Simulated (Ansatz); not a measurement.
# PH2⁺, triplet: the ladder up to full CI

Geometry: a point of a bend scan, not a stationary point.

```yaml
atoms:
  - { symbol: P, position_ang: [0.0000, -0.0721, 0.0000] }
  - { symbol: H, position_ang: [0.0000, 1.1074, -0.7836] }
  - { symbol: H, position_ang: [0.0000, 1.1074, 0.7836] }
```

Basis cc-pVDZ; Ansatz 0.2.0. Correlated methods freeze the noble-gas cores, which leaves 6 electrons in 23 orbitals. R marks a restricted (for open shells ROHF) determinant, U an unrestricted one. Active spaces: pair = (4e, 4o) about the gap; valence = (6e, 6o) chosen from the atoms' valence shells.

Full CI is exact within this basis and frozen core; it isn't the basis-set limit. The frozen core follows each run's orbitals, which can shift R against U totals by a few meV.

For open shells CISD is restricted-active-space CI with the open shells as a complete middle space.

```
UHF ⟨S²⟩                          : 2.011
T1 diagnostic (RCCSD)             : 0.0221
largest doubles amplitude (RCCSD) : 0.076
T1 diagnostic (UCCSD)             : 0.0180
```

```
   level  E − E(RHF) (eV)
     UHF          -0.0774
    RMP2          -2.4056
    UMP2          -2.4075
   RCCSD          -3.0618
   UCCSD          -3.0631
RCCSD(T)          -3.1372
UCCSD(T)          -3.1373
```

Question: Estimate how far full CI in cc-pVDZ lies from RCCSD(T). The table doesn't fix it; the size of (T) and the diagnostics are the guide.

Answer: Full CI in cc-pVDZ lies 0.52 kcal/mol below RCCSD(T), which is 30 % of the (T) step (-1.74 kcal/mol). The diagnostics give no warning, yet the rest is a sizeable part of (T).

The other levels:

```
                   level  E − E(full CI) (kcal/mol)  share of correlation (%)  wall time
                    CISD                       3.80                     94.78      0.6 s
                 BCCD(T)                       0.53                     99.28      0.9 s
                  RCCSDT                       0.05                     99.94          –
                  UCCSDT                       0.03                     99.96          –
               RCCSDT(Q)                       0.01                     99.99      3.2 s
               UCCSDT(Q)                      -0.01                    100.01        3 s
  CASSCF (valence space)                      45.41                     37.67          –
  NEVPT2 (valence space)                      12.57                     82.74     0.42 s
  MRCISD (valence space)                       1.76                     97.59          –
MRCISD+Q (valence space)                       0.06                     99.92     0.75 s
```

The correlation energy at full CI, counted from RHF, is -3.160 eV. That run took 3.2 s on 1 thread of Arm Neoverse V1, shared host over 781,936 determinants.

Run but not shown, since their state or frozen core can't be matched to the reference's or they repeat it: CASSCF (pair space), NEVPT2 (pair space), MRCISD (pair space), MRCISD+Q (pair space).

Times hold each run's SCF and search for its determinant on a shared host, so for small cases they say little of a method's own cost; they ran on 1 thread of Arm Neoverse V1.

The full-CI state has the irrep B1 of C2v, in the program's axes.

Natural occupations of full CI about the gap: 1.953 1.928 0.999 0.988 0.047 0.024 0.011 0.010 0.010 0.007; effectively unpaired electrons, Σ n²(2−n)², 2.04.
